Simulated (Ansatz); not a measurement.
A calculation on hcp Sc returned lattice constant a 3.340 Å, lattice parameter c 5.173 Å.

For reference: lattice constant a 3.309 Å (measured, 293 K, not corrected to a static lattice; as tabulated in Wikipedia's data pages); lattice parameter c 5.268 Å (measured, 293 K, no zero-point or thermal correction; as tabulated in Wikipedia's data pages).

Which level of theory produced these numbers?
A. BLYP (Ansatz, an electronic-structure program)
B. HSE06-D3(BJ) (Ansatz)
C. PBE0-D3(BJ) (Ansatz)
D. RPBE (Ansatz)

A, BLYP (Ansatz)

The others give: HSE06-D3(BJ) 3.271 Å, 5.096 Å; RPBE 3.358 Å, 5.244 Å; PBE0-D3(BJ) 3.285 Å, 5.101 Å.

Unless a cell is named, each level is at its own relaxed cell (BLYP 24.99, HSE06-D3(BJ) 23.61, PBE0-D3(BJ) 23.84, RPBE 25.61 Å³/atom).

The crystal itself was run without spin with HSE06-D3(BJ), RPBE, PBE0-D3(BJ), BLYP; a magnetic state was not tried in these runs.

Ansatz's density-functional and Hartree–Fock values are scalar-relativistic unless marked +SOC, with PAW data made under PBE.
